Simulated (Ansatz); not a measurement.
# PNH2 (singlet): the correlation ladder, cc-pVDZ

Aim: climb from Hartree-Fock through coupled cluster for PNH2 (singlet) at one geometry and basis, and see what each rung misses.

Program: Ansatz 0.2.0, Gaussian basis. Level of theory: cc-pVDZ, core rule «outside noble gas», up to 6 orbitals frozen. These are calculated values, not measurements.

To be run: UHF; CCSD(T) on RHF; CCSD(T) on UHF; BCCD(T) on RHF; CISD; CCSDT(Q) on RHF; CCSDT(Q) on UHF; CCSDTQ on RHF.

11 further runs of the same task are left out: 7 for a known fault of the program, 4 set aside as unsound or not needed. Runs told in other sessions of the task aren't counted.

## 1. The geometry

The geometry is a PBE0/def2-TZVP stationary point (not a proven minimum).

4 atoms, charge 0, spin multiplicity 1.

Atoms are counted from 1 here; the program's logs count them from 0.

Bond lengths: N1–P2 1.571 Å, N1–H3 1.021 Å, P2–H4 1.438 Å. Angles: P2–N1–H3 110.2°, N1–P2–H4 98.4°.

## 2. UHF

in.yaml

```yaml
crystal:
  periodic: [false, false, false]
  atoms:
    - {symbol: N, position_ang: [0.000000, -0.201021, 1.047245]}
    - {symbol: P, position_ang: [0.000000, 0.109621, -0.493159]}
    - {symbol: H, position_ang: [0.000000, 0.668588, 1.582063]}
    - {symbol: H, position_ang: [0.000000, -1.243757, -0.980300]}
basis:
  gaussian: {orbitals: cc-pVDZ}
magnetization: {spin_polarized: true, initial_magnetization: 0}
hamiltonian: {xc: hf}
output: {orbitals: {seedname: orbitals}}
```

The run is started by

```sh
$ ansatz run in.yaml --threads 1 --pin off --events-out ev --progress --plain --max-ram 2816MiB --backend cpu
```

After this run come: CCSD(T) on RHF; CCSD(T) on UHF; BCCD(T) on RHF; CISD; CCSDT(Q) on RHF; CCSDT(Q) on UHF; CCSDTQ on RHF.

**Question.** What will the summary of the whole plan be? Wanted: RCCSDTQ from the RHF energy; RMP2 from RCCSDTQ; RCCSD from RCCSDTQ; RCCSD(T) from RCCSDTQ; RCCSDT(Q) from RCCSDTQ; T1 diagnostic.

**Answer**, as computed:

```
                         quantity              value
      RCCSDTQ from the RHF energy         -8.8447 eV
                RMP2 from RCCSDTQ    +23.23 kcal/mol
               RCCSD from RCCSDTQ     +8.60 kcal/mol
            RCCSD(T) from RCCSDTQ     +1.13 kcal/mol
           RCCSDT(Q) from RCCSDTQ     -0.09 kcal/mol
levels within 1 kcal/mol (43 meV)  RCCSDT, RCCSDT(Q)
                    T1 diagnostic              0.016
```

In words: RCCSD(T) lands +1.13 kcal/mol from the yardstick (0.6 % of the correlation energy). These misses are within one basis, not against nature.
